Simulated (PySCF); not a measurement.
This PySCF input asks for the NMR shieldings of SMILES FP(F)P, F₂H₂P₂; the geometry comes from GFN2-xTB.

```python
import basis_set_exchange as bse
import numpy as np
from pyscf import gto, dft
from pyscf.prop import nmr

atoms = """
F    -1.520990   -0.990049   -0.864247
P    -0.812564    0.414748   -0.471970
F    -1.695053    0.623946    0.871927
P     0.975378   -0.422399    0.486703
H     1.452045    0.871022    0.715132
H     1.604307   -0.495278   -0.759120
"""
names = dict.fromkeys(["F", "P", "H"], "pcSseg-1")
basis = {el: gto.basis.parse(bse.get_basis(n, elements=[el], fmt="nwchem")) for el, n in names.items()}
mol = gto.M(atom=atoms, basis=basis, charge=0, verbose=0)
mf = dft.RKS(mol, xc="PBE0")
mf.grids.level = 2
mf.grids.alignment = dft.numint.BLKSIZE   # the property module wants whole blocks of grid points
mf.conv_tol = 1e-9
mf.kernel()

calc = nmr.RKS(mf)   # GIAO
C = mf.mo_coeff
Co = C[:, mf.mo_occ > 0]
resp = mf.gen_response(singlet=True, hermi=2)
def vind(x):   # induced exchange potential for any number of trial vectors
    d = np.einsum("pi,xij,qj->xpq", C, 2 * x.reshape(-1, C.shape[1], Co.shape[1]), Co, optimize=True)
    return np.einsum("xpq,pi,qj->xij", resp(d - d.transpose(0, 2, 1)), C, Co, optimize=True).ravel()
mo1, _ = nmr.rhf.solve_mo1(calc, with_cphf=vind)
sigma = calc.kernel(mo1)
for i, s in enumerate(sigma):   # ppm
    w = np.linalg.eigvalsh((s + s.T) / 2)
    print("%2d %-2s iso %8.1f  s11 %8.1f  s22 %8.1f  s33 %8.1f" % (i, mol.atom_pure_symbol(i), w.mean(), *w))
```

Question: What are the results?

Answer: 
```
 0 F  iso    279.0  s11     97.3  s22    240.1  s33    499.5
 1 P  iso    -21.3  s11   -274.2  s22    -14.8  s33    225.1
 2 F  iso    279.0  s11     97.5  s22    239.9  s33    499.7
 3 P  iso    488.6  s11    405.2  s22    454.7  s33    605.8
 4 H  iso     29.2  s11     25.6  s22     26.8  s33     35.3
 5 H  iso     29.2  s11     25.6  s22     26.8  s33     35.3
```

These numbers come from an equivalent density-fitted implementation of the same equations, which agrees with the script to about 0.01 ppm for H and up to a few tenths of a ppm for heavy atoms, so last digits may differ.

Question: Turn these shieldings into chemical shifts. Referencing at the same level of theory: CFCl3 for 19F (170.95 ppm); 31P (318.38 ppm) vs H3PO4; 1H (31.72 ppm) vs TMS.

Answer: Averaging equivalent atoms: F 0/2: -108.0; P 1: 339.7; P 3: -170.2; H 4/5: 2.52 ppm. Unscaled 19F shifts against computed CFCl3 carry errors that often reach 10 to 50 ppm. Experimental scales use liquid or dissolved standards, which lie at an offset from isolated H3PO4.

Size and cost of the density-fitted run: 92 basis functions, 16 s wall time on 1 thread of an AMD EPYC, shared host; peak memory 0.39 GiB.
